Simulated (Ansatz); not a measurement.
# Ligand exchange: C5H10 + AlH2(SH) → C5H10S + AlH3

Species: C5H10 (cyclopentane) `C1CCCC1`, singlet; AlH2(SH), singlet; C5H10S (cyclopentanethiol) `SC1CCCC1`, singlet; AlH3 `[AlH3]`, singlet. The partners trade H for SH: C–H and Al–SH bonds give way to C–SH and Al–H.

Shapes, held fixed at every level: PBE0-D4/def2-TZVP. Flexible molecules stand in one conformer, not always the lowest. Programs: Ansatz 0.2.0. Electronic energies: no zero-point or thermal term.

```
               level                    kind  ΔE (kJ/mol)  less CCSD(T)/CBS estimate
       HF/def2-TZVPP            Hartree–Fock       +172.9                       +7.4
    SPW92/def2-TZVPP                     LDA       +163.3                       -2.2
r2SCAN-D4/def2-TZVPP                meta-GGA       +171.8                       +6.3
  wB97M-V/def2-TZVPP  range-separated hybrid       +164.6                       -0.9
  wB97X-V/def2-TZVPP  range-separated hybrid       +162.2                       -3.3
    CCSD(T)/def2-SVP   coupled cluster or CI       +160.7                       -4.8
  CCSD(T)/def2-TZVPP   coupled cluster or CI       +164.6                       -0.9
CCSD(T)/CBS estimate   coupled cluster or CI       +165.5                        0.0
```

The highest level, CCSD(T)/CBS estimate, gives ΔE = +165.5 kJ/mol; the levels span +160.7 to +172.9. The column of differences is taken from that level and isn't an error. No measured value is set beside it here. The CBS estimate extrapolates MP2 from def2-TZVPP and def2-QZVPP and adds CCSD(T) − MP2 in the triple-zeta set, cores frozen.
